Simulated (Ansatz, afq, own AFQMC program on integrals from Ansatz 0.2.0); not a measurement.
## Where AFQMC and coupled cluster stand for LiPH2, triplet

```xyz
4

P     0.0000    0.0287    0.4929
Li    0.0000    0.0003   -2.5735
H     0.0000    0.4507    1.6854
H     0.0000   -1.3347    0.8907
```

Connectivity, by distances: PH2 ··· Li.

Basis cc-pVDZ. Only valence electrons are correlated. AFQMC by an in-house program on the Cholesky factors that Ansatz 0.2.0 writes for its CCSD(T) run. The CISD trial takes its coefficients from CCSD amplitudes. Released means that phaseless walkers are propagated on without the constraint, phases kept. Free projection: walkers drawn from exp(T), propagated without any constraint. Its projection time is finite, and what remains of the start isn't in its error. ± is one standard error of the sampling.

Determinant: UHF, the one that the program's search chose, which needn't be the lowest solution. The geometry is a point of a scan.

No full CI on the walks' own integrals is used here; CCSDT(Q) serves as the reference and is uncertain by about the last step of the cluster series.

Cautions: lower spins were not checked; the ph-AFQMC/HF walk drifts between its halves (2.8 errors).

```
T1 diagnostic                               : 0.0151
weight of the determinant in the CISD state : 0.922
⟨S²⟩ of the determinant                     : 2.015
size of the correlated space                : 8 electrons in 36 orbitals
```

```tsv
level	correlation energy (eV)
MP2	-2.9746
CCSD	-3.6778
CCSD(T)	-3.7578
```

**Question.** Estimate where free-projection AFQMC lies against CCSD(T) on the same integrals.

**Answer.** 0.63 ± 0.18 kcal/mol below CCSD(T).

Reference: CCSDT(Q), correlation energy -3.778 eV. The released energy is read at 2.40 1/Eh (meV from the phaseless value at times in 1/Eh: 4 ± 7 at 0.24, 0 ± 6 at 0.51, -5 ± 7 at 0.99, -5 ± 6 at 1.62, 2 ± 7 at 2.40).

| level | E − E(reference) (kcal/mol) | share of correlation (%) |
| --- | --- | --- |
| CCSD(T) | 0.46 | 99.47 |
| CCSDT | 0.08 | 99.91 |
| ph-AFQMC/HF | 0.82 ± 0.70 | 99.06 |
| ph-AFQMC/CISD | 0.07 ± 0.16 | 99.92 |
| released AFQMC | 0.11 ± 0.16 | 99.87 |
| free AFQMC | -0.17 ± 0.18 | 100.19 |

Free projections are given only where their last times agree within the noise and don't stop above the reference; a slow remainder of the start can still hide under it. A walk keeps the symmetry of its determinant, which the program's search chose and which needn't be the lowest solution, so a lower state of the same spin and another symmetry isn't excluded. Released energies are given only where the last usable release times agree within the noise; a slower fall can still hide under it.
